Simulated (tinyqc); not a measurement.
UHF in the sto-3g basis, for BH, spin multiplicity 1, step by step (part 2 of 3). Computed by tinyqc, a small Python program that keeps every step (integrals from PySCF). Command: `OMP_NUM_THREADS=1 python tinyqc.py 28251 28252 out.jsonl` (the two numbers bound the seeds that draw the settings). One thread of a shared host (Intel(R) Xeon(R) Processor @ 2.60GHz), about 0.1 s of CPU time with the checks.

Geometry (angstrom):
```
atom         x         y         z
B     0.000000  0.000000  0.000000
H     0.000000  0.000000  1.628000
```

## Iteration 3: building the Fock matrix

D(alpha) after iteration 2, order 1B 1s, 1B 2s, 1B 2px, 1B 2py, 1B 2pz, 2H 1s:
$$\begin{pmatrix}
1.061532 & -0.230879 & -0.009627 & 0.094699 & 0.039371 & -0.033437 \\
-0.230879 & 0.873755 & 0.034620 & -0.340538 & -0.160024 & 0.053913 \\
-0.009627 & 0.034620 & 0.002097 & -0.020630 & -0.019771 & -0.016107 \\
0.094699 & -0.340538 & -0.020630 & 0.202929 & 0.194474 & 0.158439 \\
0.039371 & -0.160024 & -0.019771 & 0.194474 & 0.278023 & 0.328158 \\
-0.033437 & 0.053913 & -0.016107 & 0.158439 & 0.328158 & 0.462980
\end{pmatrix}$$

D(beta) after iteration 2, order 1B 1s, 1B 2s, 1B 2px, 1B 2py, 1B 2pz, 2H 1s:
$$\begin{pmatrix}
1.061532 & -0.230879 & 0.009627 & -0.094699 & 0.039371 & -0.033437 \\
-0.230879 & 0.873755 & -0.034620 & 0.340538 & -0.160024 & 0.053913 \\
0.009627 & -0.034620 & 0.002097 & -0.020630 & 0.019771 & 0.016107 \\
-0.094699 & 0.340538 & -0.020630 & 0.202929 & -0.194474 & -0.158439 \\
0.039371 & -0.160024 & 0.019771 & -0.194474 & 0.278023 & 0.328158 \\
-0.033437 & 0.053913 & 0.016107 & -0.158439 & 0.328158 & 0.462980
\end{pmatrix}$$

core Hamiltonian H = T + V (hartree), order 1B 1s, 1B 2s, 1B 2px, 1B 2py, 1B 2pz, 2H 1s:
$$\begin{pmatrix}
-12.646133 & -3.274874 & 0.000000 & 0.000000 & -0.009929 & -0.308833 \\
-3.274874 & -3.735650 & 0.000000 & 0.000000 & -0.098103 & -0.889894 \\
0.000000 & 0.000000 & -2.919815 & 0.000000 & 0.000000 & 0.000000 \\
0.000000 & 0.000000 & 0.000000 & -2.919815 & 0.000000 & 0.000000 \\
-0.009929 & -0.098103 & 0.000000 & 0.000000 & -2.981796 & -0.924002 \\
-0.308833 & -0.889894 & 0.000000 & 0.000000 & -0.924002 & -2.088075
\end{pmatrix}$$

Two-electron integrals (ij|kl) in chemists' order, unique and non-zero (hartree):
```
(11|11) 2.923513   (21|11) 0.518376   (21|21) 0.109262   (22|11) 0.744229
(22|21) 0.193177   (22|22) 0.544804   (31|31) 0.020264   (32|31) 0.029996
(32|32) 0.120346   (33|11) 0.742491   (33|21) 0.193240   (33|22) 0.544682
(33|33) 0.586773   (41|41) 0.020264   (42|41) 0.029996   (42|42) 0.120346
(43|43) 0.031630   (44|11) 0.742491   (44|21) 0.193240   (44|22) 0.544682
(44|33) 0.523513   (44|44) 0.586773   (51|51) 0.020264   (52|51) 0.029996
(52|52) 0.120346   (53|53) 0.031630   (54|54) 0.031630   (55|11) 0.742491
(55|21) 0.193240   (55|22) 0.544682   (55|33) 0.523513   (55|44) 0.523513
(55|55) 0.586773   (61|11) 0.047945   (61|21) 0.010073   (61|22) 0.017885
(61|33) 0.017812   (61|44) 0.017812   (61|51) 0.000700   (61|52) 0.001305
(61|55) 0.018042   (61|61) 0.000955   (62|11) 0.143131   (62|21) 0.037888
(62|22) 0.121431   (62|33) 0.117756   (62|44) 0.117756   (62|51) 0.004096
(62|52) 0.027407   (62|55) 0.128653   (62|61) 0.003724   (62|62) 0.041785
(63|31) 0.003359   (63|32) 0.016683   (63|53) 0.004803   (63|63) 0.003940
(64|41) 0.003359   (64|42) 0.016683   (64|54) 0.004803   (64|64) 0.003940
(65|11) 0.146809   (65|21) 0.039309   (65|22) 0.132705   (65|33) 0.125977
(65|44) 0.125977   (65|51) 0.006850   (65|52) 0.043067   (65|55) 0.146005
(65|61) 0.003998   (65|62) 0.052967   (65|65) 0.069707   (66|11) 0.324204
(66|21) 0.087246   (66|22) 0.317335   (66|33) 0.300724   (66|44) 0.300724
(66|51) 0.009670   (66|52) 0.089190   (66|55) 0.350075   (66|61) 0.008629
(66|62) 0.150750   (66|65) 0.205615   (66|66) 0.774606
```

nuclear repulsion = 1.62523713 hartree

J_ij = sum D_kl (ij|kl) with D = D(alpha) + D(beta), K_ij = sum D_kl (ik|jl) for each spin; F = H + J - K(s); E = tr D H + tr D J / 2 - 0.5 sum_s tr D(s) K(s) + E_nn.

Coulomb J (hartree), order 1B 1s, 1B 2s, 1B 2px, 1B 2py, 1B 2pz, 2H 1s:
$$\begin{pmatrix}
8.263305 & 1.663118 & 0.000000 & 0.000000 & 0.002727 & 0.154267 \\
1.663118 & 3.371739 & 0.000000 & 0.000000 & 0.072545 & 0.801641 \\
0.000000 & 0.000000 & 3.322597 & -0.002610 & 0.000000 & 0.000000 \\
0.000000 & 0.000000 & -0.002610 & 3.348006 & 0.000000 & 0.000000 \\
0.002727 & 0.072545 & 0.000000 & 0.000000 & 3.431812 & 0.906419 \\
0.154267 & 0.801641 & 0.000000 & 0.000000 & 0.906419 & 2.443188
\end{pmatrix}$$

exchange K(alpha) (hartree), order 1B 1s, 1B 2s, 1B 2px, 1B 2py, 1B 2pz, 2H 1s:
$$\begin{pmatrix}
2.968077 & 0.537879 & 0.000044 & -0.000434 & 0.001585 & 0.052596 \\
0.537879 & 0.608835 & 0.018709 & -0.184026 & -0.009577 & 0.228051 \\
0.000044 & 0.018709 & 0.135806 & -0.011453 & -0.013082 & -0.003042 \\
-0.000434 & -0.184026 & -0.011453 & 0.247296 & 0.128682 & 0.029927 \\
0.001585 & -0.009577 & -0.013082 & 0.128682 & 0.414717 & 0.278679 \\
0.052596 & 0.228051 & -0.003042 & 0.029927 & 0.278679 & 0.548609
\end{pmatrix}$$

exchange K(beta) (hartree), order 1B 1s, 1B 2s, 1B 2px, 1B 2py, 1B 2pz, 2H 1s:
$$\begin{pmatrix}
2.968077 & 0.537879 & -0.000044 & 0.000434 & 0.001585 & 0.052596 \\
0.537879 & 0.608835 & -0.018709 & 0.184026 & -0.009577 & 0.228051 \\
-0.000044 & -0.018709 & 0.135806 & -0.011453 & 0.013082 & 0.003042 \\
0.000434 & 0.184026 & -0.011453 & 0.247296 & -0.128682 & -0.029927 \\
0.001585 & -0.009577 & 0.013082 & -0.128682 & 0.414717 & 0.278679 \\
0.052596 & 0.228051 & 0.003042 & -0.029927 & 0.278679 & 0.548609
\end{pmatrix}$$

F(alpha) (hartree), order 1B 1s, 1B 2s, 1B 2px, 1B 2py, 1B 2pz, 2H 1s:
$$\begin{pmatrix}
-7.350905 & -2.149635 & -0.000044 & 0.000434 & -0.008786 & -0.207162 \\
-2.149635 & -0.972746 & -0.018709 & 0.184026 & -0.015981 & -0.316304 \\
-0.000044 & -0.018709 & 0.266975 & 0.008843 & 0.013082 & 0.003042 \\
0.000434 & 0.184026 & 0.008843 & 0.180894 & -0.128682 & -0.029927 \\
-0.008786 & -0.015981 & 0.013082 & -0.128682 & 0.035298 & -0.296261 \\
-0.207162 & -0.316304 & 0.003042 & -0.029927 & -0.296261 & -0.193496
\end{pmatrix}$$

F(beta) (hartree), order 1B 1s, 1B 2s, 1B 2px, 1B 2py, 1B 2pz, 2H 1s:
$$\begin{pmatrix}
-7.350905 & -2.149635 & 0.000044 & -0.000434 & -0.008786 & -0.207162 \\
-2.149635 & -0.972746 & 0.018709 & -0.184026 & -0.015981 & -0.316304 \\
0.000044 & 0.018709 & 0.266975 & 0.008843 & -0.013082 & -0.003042 \\
-0.000434 & -0.184026 & 0.008843 & 0.180894 & 0.128682 & 0.029927 \\
-0.008786 & -0.015981 & -0.013082 & 0.128682 & 0.035298 & -0.296261 \\
-0.207162 & -0.316304 & -0.003042 & 0.029927 & -0.296261 & -0.193496
\end{pmatrix}$$

total energy of this density = -24.69677629 hartree

## Iteration 3: diagonalisation and new density

X, order 1B 1s, 1B 2s, 1B 2px, 1B 2py, 1B 2pz, 2H 1s:
$$\begin{pmatrix}
1.029549 & -0.146288 & 0.000000 & 0.000000 & -0.005802 & 0.019620 \\
-0.146288 & 1.065018 & 0.000000 & 0.000000 & 0.041111 & -0.163204 \\
0.000000 & 0.000000 & 1.000000 & 0.000000 & 0.000000 & 0.000000 \\
0.000000 & 0.000000 & 0.000000 & 1.000000 & 0.000000 & 0.000000 \\
-0.005802 & 0.041111 & 0.000000 & 0.000000 & 1.046588 & -0.185956 \\
0.019620 & -0.163204 & 0.000000 & 0.000000 & -0.185956 & 1.081169
\end{pmatrix}$$

Diagonalise F' = X^T F X, C = X C', fill 3 alpha and 3 beta electrons from the bottom; D(s) = C_occ C_occ^T. Each column has its largest component positive (the first on a tie).

F' = X^T F X (alpha) (hartree):
$$\begin{pmatrix}
-7.171531 & -1.123227 & 0.002675 & -0.026314 & -0.025154 & 0.016125 \\
-1.123227 & -0.493185 & -0.019877 & 0.195522 & 0.068336 & -0.230534 \\
0.002675 & -0.019877 & 0.266975 & 0.008843 & 0.012357 & 0.003909 \\
-0.026314 & 0.195522 & 0.008843 & 0.180894 & -0.121549 & -0.038453 \\
-0.025154 & 0.068336 & 0.012357 & -0.121549 & 0.149544 & -0.328791 \\
0.016125 & -0.230534 & 0.003909 & -0.038453 & -0.328791 & -0.018879
\end{pmatrix}$$

orbital energies (alpha) (hartree): MO1 -7.355479, MO2 -0.480215, MO3 -0.265417, MO4 0.267874, MO5 0.288605, MO6 0.458449

coefficients C (alpha), order 1B 1s, 1B 2s, 1B 2px, 1B 2py, 1B 2pz, 2H 1s:
$$\begin{pmatrix}
0.992408 & -0.254209 & 0.110805 & 0.000000 & -0.109364 & -0.089751 \\
0.027366 & 0.828704 & -0.435085 & 0.000000 & 0.397309 & 0.386441 \\
0.000071 & 0.020388 & -0.038007 & 0.994872 & -0.091196 & 0.007243 \\
-0.000701 & -0.200549 & 0.373858 & 0.101141 & 0.897053 & -0.071245 \\
0.002409 & 0.069928 & 0.539424 & 0.000000 & -0.137393 & 0.903825 \\
-0.004143 & 0.367216 & 0.570966 & 0.000000 & -0.223246 & -0.848423
\end{pmatrix}$$

F' = X^T F X (beta) (hartree):
$$\begin{pmatrix}
-7.171531 & -1.123227 & -0.002675 & 0.026314 & -0.025154 & 0.016125 \\
-1.123227 & -0.493185 & 0.019877 & -0.195522 & 0.068336 & -0.230534 \\
-0.002675 & 0.019877 & 0.266975 & 0.008843 & -0.012357 & -0.003909 \\
0.026314 & -0.195522 & 0.008843 & 0.180894 & 0.121549 & 0.038453 \\
-0.025154 & 0.068336 & -0.012357 & 0.121549 & 0.149544 & -0.328791 \\
0.016125 & -0.230534 & -0.003909 & 0.038453 & -0.328791 & -0.018879
\end{pmatrix}$$

orbital energies (beta) (hartree): MO1 -7.355479, MO2 -0.480215, MO3 -0.265417, MO4 0.267874, MO5 0.288605, MO6 0.458449

coefficients C (beta), order 1B 1s, 1B 2s, 1B 2px, 1B 2py, 1B 2pz, 2H 1s:
$$\begin{pmatrix}
0.992408 & -0.254209 & 0.110805 & 0.000000 & 0.109364 & -0.089751 \\
0.027366 & 0.828704 & -0.435085 & 0.000000 & -0.397309 & 0.386441 \\
-0.000071 & -0.020388 & 0.038007 & 0.994872 & -0.091196 & -0.007243 \\
0.000701 & 0.200549 & -0.373858 & 0.101141 & 0.897053 & 0.071245 \\
0.002409 & 0.069928 & 0.539424 & 0.000000 & 0.137393 & 0.903825 \\
-0.004143 & 0.367216 & 0.570966 & 0.000000 & 0.223246 & -0.848423
\end{pmatrix}$$

D(alpha) after iteration 3, order 1B 1s, 1B 2s, 1B 2px, 1B 2py, 1B 2pz, 2H 1s:
$$\begin{pmatrix}
1.061774 & -0.231715 & -0.009324 & 0.091711 & 0.044386 & -0.034196 \\
-0.231715 & 0.876799 & 0.033434 & -0.328875 & -0.176680 & 0.055781 \\
-0.009324 & 0.033434 & 0.001860 & -0.018298 & -0.019076 & -0.014214 \\
0.091711 & -0.328875 & -0.018298 & 0.179990 & 0.187642 & 0.139818 \\
0.044386 & -0.176680 & -0.019076 & 0.187642 & 0.295874 & 0.333661 \\
-0.034196 & 0.055781 & -0.014214 & 0.139818 & 0.333661 & 0.460867
\end{pmatrix}$$

D(beta) after iteration 3, order 1B 1s, 1B 2s, 1B 2px, 1B 2py, 1B 2pz, 2H 1s:
$$\begin{pmatrix}
1.061774 & -0.231715 & 0.009324 & -0.091711 & 0.044386 & -0.034196 \\
-0.231715 & 0.876799 & -0.033434 & 0.328875 & -0.176680 & 0.055781 \\
0.009324 & -0.033434 & 0.001860 & -0.018298 & 0.019076 & 0.014214 \\
-0.091711 & 0.328875 & -0.018298 & 0.179990 & -0.187642 & -0.139818 \\
0.044386 & -0.176680 & 0.019076 & -0.187642 & 0.295874 & 0.333661 \\
-0.034196 & 0.055781 & 0.014214 & -0.139818 & 0.333661 & 0.460867
\end{pmatrix}$$

## Iteration 4: building the Fock matrix

As before.

Coulomb J (hartree), order 1B 1s, 1B 2s, 1B 2px, 1B 2py, 1B 2pz, 2H 1s:
$$\begin{pmatrix}
8.262394 & 1.662870 & 0.000000 & 0.000000 & 0.001274 & 0.154188 \\
1.662870 & 3.371401 & 0.000000 & 0.000000 & 0.065901 & 0.800544 \\
0.000000 & 0.000000 & 3.322348 & -0.002315 & 0.000000 & 0.000000 \\
0.000000 & 0.000000 & -0.002315 & 3.344884 & 0.000000 & 0.000000 \\
0.001274 & 0.065901 & 0.000000 & 0.000000 & 3.434164 & 0.904857 \\
0.154188 & 0.800544 & 0.000000 & 0.000000 & 0.904857 & 2.440148
\end{pmatrix}$$

exchange K(alpha) (hartree), order 1B 1s, 1B 2s, 1B 2px, 1B 2py, 1B 2pz, 2H 1s:
$$\begin{pmatrix}
2.968112 & 0.537729 & 0.000051 & -0.000503 & 0.001784 & 0.052637 \\
0.537729 & 0.610166 & 0.018242 & -0.179441 & -0.018434 & 0.227361 \\
0.000051 & 0.018242 & 0.135929 & -0.010158 & -0.012449 & -0.002528 \\
-0.000503 & -0.179441 & -0.010158 & 0.234816 & 0.122454 & 0.024865 \\
0.001784 & -0.018434 & -0.012449 & 0.122454 & 0.426390 & 0.280649 \\
0.052637 & 0.227361 & -0.002528 & 0.024865 & 0.280649 & 0.549335
\end{pmatrix}$$

exchange K(beta) (hartree), order 1B 1s, 1B 2s, 1B 2px, 1B 2py, 1B 2pz, 2H 1s:
$$\begin{pmatrix}
2.968112 & 0.537729 & -0.000051 & 0.000503 & 0.001784 & 0.052637 \\
0.537729 & 0.610166 & -0.018242 & 0.179441 & -0.018434 & 0.227361 \\
-0.000051 & -0.018242 & 0.135929 & -0.010158 & 0.012449 & 0.002528 \\
0.000503 & 0.179441 & -0.010158 & 0.234816 & -0.122454 & -0.024865 \\
0.001784 & -0.018434 & 0.012449 & -0.122454 & 0.426390 & 0.280649 \\
0.052637 & 0.227361 & 0.002528 & -0.024865 & 0.280649 & 0.549335
\end{pmatrix}$$

F(alpha) (hartree), order 1B 1s, 1B 2s, 1B 2px, 1B 2py, 1B 2pz, 2H 1s:
$$\begin{pmatrix}
-7.351852 & -2.149733 & -0.000051 & 0.000503 & -0.010439 & -0.207282 \\
-2.149733 & -0.974414 & -0.018242 & 0.179441 & -0.013768 & -0.316711 \\
-0.000051 & -0.018242 & 0.266604 & 0.007843 & 0.012449 & 0.002528 \\
0.000503 & 0.179441 & 0.007843 & 0.190253 & -0.122454 & -0.024865 \\
-0.010439 & -0.013768 & 0.012449 & -0.122454 & 0.025978 & -0.299793 \\
-0.207282 & -0.316711 & 0.002528 & -0.024865 & -0.299793 & -0.197262
\end{pmatrix}$$

F(beta) (hartree), order 1B 1s, 1B 2s, 1B 2px, 1B 2py, 1B 2pz, 2H 1s:
$$\begin{pmatrix}
-7.351852 & -2.149733 & 0.000051 & -0.000503 & -0.010439 & -0.207282 \\
-2.149733 & -0.974414 & 0.018242 & -0.179441 & -0.013768 & -0.316711 \\
0.000051 & 0.018242 & 0.266604 & 0.007843 & -0.012449 & -0.002528 \\
-0.000503 & -0.179441 & 0.007843 & 0.190253 & 0.122454 & 0.024865 \\
-0.010439 & -0.013768 & -0.012449 & 0.122454 & 0.025978 & -0.299793 \\
-0.207282 & -0.316711 & -0.002528 & 0.024865 & -0.299793 & -0.197262
\end{pmatrix}$$

total energy of this density = -24.69912461 hartree

## Iteration 4: DIIS over 2 matrices

error matrix X^T (FDS - SDF) X (alpha):
$$\begin{pmatrix}
0.000000 & 0.000224 & 0.000142 & -0.001400 & 0.001207 & -0.001115 \\
-0.000224 & 0.000000 & -0.000699 & 0.006875 & -0.001169 & 0.002165 \\
-0.000142 & 0.000699 & 0.000000 & 0.000000 & -0.000925 & -0.000512 \\
0.001400 & -0.006875 & 0.000000 & 0.000000 & 0.009101 & 0.005036 \\
-0.001207 & 0.001169 & 0.000925 & -0.009101 & 0.000000 & -0.002562 \\
0.001115 & -0.002165 & 0.000512 & -0.005036 & 0.002562 & 0.000000
\end{pmatrix}$$

B (overlaps of the stored error matrices):
$$\begin{pmatrix}
1.7996025e-03 & 1.0758658e-03 \\
1.0758658e-03 & 6.9760132e-04
\end{pmatrix}$$

Minimise |sum c_i e_i|^2 with sum c_i = 1: solve [B -1; -1 0][c; lambda] = [0; -1] with B_ij = tr e_i^T e_j summed over both spins, and take F = sum c_i F_i.

DIIS coefficients: [-1.094920, 2.094920]

extrapolated F(alpha) (hartree), order 1B 1s, 1B 2s, 1B 2px, 1B 2py, 1B 2pz, 2H 1s:
$$\begin{pmatrix}
-7.352888 & -2.149840 & -0.000059 & 0.000579 & -0.012248 & -0.207413 \\
-2.149840 & -0.976240 & -0.017732 & 0.174420 & -0.011344 & -0.317158 \\
-0.000059 & -0.017732 & 0.266197 & 0.006749 & 0.011756 & 0.001964 \\
0.000579 & 0.174420 & 0.006749 & 0.200500 & -0.115634 & -0.019323 \\
-0.012248 & -0.011344 & 0.011756 & -0.115634 & 0.015773 & -0.303660 \\
-0.207413 & -0.317158 & 0.001964 & -0.019323 & -0.303660 & -0.201385
\end{pmatrix}$$

extrapolated F(beta) (hartree), order 1B 1s, 1B 2s, 1B 2px, 1B 2py, 1B 2pz, 2H 1s:
$$\begin{pmatrix}
-7.352888 & -2.149840 & 0.000059 & -0.000579 & -0.012248 & -0.207413 \\
-2.149840 & -0.976240 & 0.017732 & -0.174420 & -0.011344 & -0.317158 \\
0.000059 & 0.017732 & 0.266197 & 0.006749 & -0.011756 & -0.001964 \\
-0.000579 & -0.174420 & 0.006749 & 0.200500 & 0.115634 & 0.019323 \\
-0.012248 & -0.011344 & -0.011756 & 0.115634 & 0.015773 & -0.303660 \\
-0.207413 & -0.317158 & -0.001964 & 0.019323 & -0.303660 & -0.201385
\end{pmatrix}$$

## Iteration 4: diagonalisation and new density

As before.

F' = X^T F X (alpha) (hartree):
$$\begin{pmatrix}
-7.173605 & -1.122797 & 0.002504 & -0.024627 & -0.029560 & 0.016574 \\
-1.122797 & -0.496539 & -0.018714 & 0.184075 & 0.074300 & -0.230954 \\
0.002504 & -0.018714 & 0.266197 & 0.006749 & 0.011209 & 0.002831 \\
-0.024627 & 0.184075 & 0.006749 & 0.200500 & -0.110261 & -0.027843 \\
-0.029560 & 0.074300 & 0.011209 & -0.110261 & 0.131212 & -0.332973 \\
0.016574 & -0.230954 & 0.002831 & -0.027843 & -0.332973 & -0.025296
\end{pmatrix}$$

orbital energies (alpha) (hartree): MO1 -7.357462, MO2 -0.482169, MO3 -0.266288, MO4 0.266883, MO5 0.289161, MO6 0.452344

coefficients C (alpha), order 1B 1s, 1B 2s, 1B 2px, 1B 2py, 1B 2pz, 2H 1s:
$$\begin{pmatrix}
0.992416 & -0.250937 & 0.121997 & 0.000000 & -0.101731 & -0.093265 \\
0.027348 & 0.815591 & -0.473088 & 0.000000 & 0.368569 & 0.397991 \\
0.000069 & 0.018645 & -0.034317 & 0.994872 & -0.093023 & 0.007141 \\
-0.000674 & -0.183402 & 0.337555 & 0.101141 & 0.915017 & -0.070239 \\
0.002893 & 0.082695 & 0.554421 & 0.000000 & -0.119156 & 0.896227 \\
-0.004252 & 0.386611 & 0.557888 & 0.000000 & -0.194004 & -0.855666
\end{pmatrix}$$

F' = X^T F X (beta) (hartree):
$$\begin{pmatrix}
-7.173605 & -1.122797 & -0.002504 & 0.024627 & -0.029560 & 0.016574 \\
-1.122797 & -0.496539 & 0.018714 & -0.184075 & 0.074300 & -0.230954 \\
-0.002504 & 0.018714 & 0.266197 & 0.006749 & -0.011209 & -0.002831 \\
0.024627 & -0.184075 & 0.006749 & 0.200500 & 0.110261 & 0.027843 \\
-0.029560 & 0.074300 & -0.011209 & 0.110261 & 0.131212 & -0.332973 \\
0.016574 & -0.230954 & -0.002831 & 0.027843 & -0.332973 & -0.025296
\end{pmatrix}$$

orbital energies (beta) (hartree): MO1 -7.357462, MO2 -0.482169, MO3 -0.266288, MO4 0.266883, MO5 0.289161, MO6 0.452344

coefficients C (beta), order 1B 1s, 1B 2s, 1B 2px, 1B 2py, 1B 2pz, 2H 1s:
$$\begin{pmatrix}
0.992416 & -0.250937 & 0.121997 & 0.000000 & 0.101731 & -0.093265 \\
0.027348 & 0.815591 & -0.473088 & 0.000000 & -0.368569 & 0.397991 \\
-0.000069 & -0.018645 & 0.034317 & 0.994872 & -0.093023 & -0.007141 \\
0.000674 & 0.183402 & -0.337555 & 0.101141 & 0.915017 & 0.070239 \\
0.002893 & 0.082695 & 0.554421 & 0.000000 & 0.119156 & 0.896227 \\
-0.004252 & 0.386611 & 0.557888 & 0.000000 & 0.194004 & -0.855666
\end{pmatrix}$$

D(alpha) after iteration 4, order 1B 1s, 1B 2s, 1B 2px, 1B 2py, 1B 2pz, 2H 1s:
$$\begin{pmatrix}
1.062742 & -0.235237 & -0.008797 & 0.086535 & 0.049758 & -0.033174 \\
-0.235237 & 0.889749 & 0.031443 & -0.309293 & -0.194766 & 0.051270 \\
-0.008797 & 0.031443 & 0.001525 & -0.015003 & -0.017484 & -0.011937 \\
0.086535 & -0.309293 & -0.015003 & 0.147580 & 0.171979 & 0.117416 \\
0.049758 & -0.194766 & -0.017484 & 0.171979 & 0.314229 & 0.341263 \\
-0.033174 & 0.051270 & -0.011937 & 0.117416 & 0.341263 & 0.460725
\end{pmatrix}$$

D(beta) after iteration 4, order 1B 1s, 1B 2s, 1B 2px, 1B 2py, 1B 2pz, 2H 1s:
$$\begin{pmatrix}
1.062742 & -0.235237 & 0.008797 & -0.086535 & 0.049758 & -0.033174 \\
-0.235237 & 0.889749 & -0.031443 & 0.309293 & -0.194766 & 0.051270 \\
0.008797 & -0.031443 & 0.001525 & -0.015003 & 0.017484 & 0.011937 \\
-0.086535 & 0.309293 & -0.015003 & 0.147580 & -0.171979 & -0.117416 \\
0.049758 & -0.194766 & 0.017484 & -0.171979 & 0.314229 & 0.341263 \\
-0.033174 & 0.051270 & 0.011937 & -0.117416 & 0.341263 & 0.460725
\end{pmatrix}$$
